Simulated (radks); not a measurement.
# N²⁺ in [He] 2s2 2p1: an all-electron calculation

The task here is to estimate one member of a computed series from the others.

The numbers are computed with radks (a radial shooting solver on a logarithmic mesh, Libxc functionals) version 1 (Dirac Kohn-Sham, HCTH/407, spin-unpolarised, spherical densities, finite nucleus; open shells fill j = l - 1/2 first), except any that are marked as measured or tabulated.

## The system

| Property | Result |
| --- | --- |
| element | nitrogen (Z = 7) |
| charge | +2 |
| electrons | 5 |
| configuration | [He] 2s2 2p1 |
| nuclear rms radius | 2.5582 fm |

Set-up of the first run:

Input:

```text
Z 7
configuration [He] 2s2 2p1 3s0 3p0 3d0
relativity Dirac
functional hcth_407
spin unpolarised
j_filling energy
nucleus finite rms 2.5582 fm
c 137.035999084
```

Started as:

```
> python run_ks.py task.json out
```

All runs below come from this command, one after another.

Steps of the session up to this table: Self-consistent calculation.

One of the session's tables, all rows but one given; the rest of the session is left out.

It belongs to the step «Orbitals and density». From the orbitals of this run (lengths in bohr):

| level | <r> | outermost maximum (interpolated) | 90 % within |
| --- | --- | --- | --- |
| 1s1/2 | 0.2290 | 0.149 | 0.410 |
| 2s1/2 | ? | ? | ? |
| 2p1/2 | 1.142 | 0.868 | 1.88 |
| 2p3/2 | 1.143 | 0.869 | 1.89 |

Q: Estimate the row for 2s1/2 from the others.

**Answer.** <r>: 1.169; outermost maximum (interpolated): 0.956; 90 % within: 1.82. In the column «<r>» it is the highest.

Limits of these values: Spin polarisation and multiplet splitting are left out.
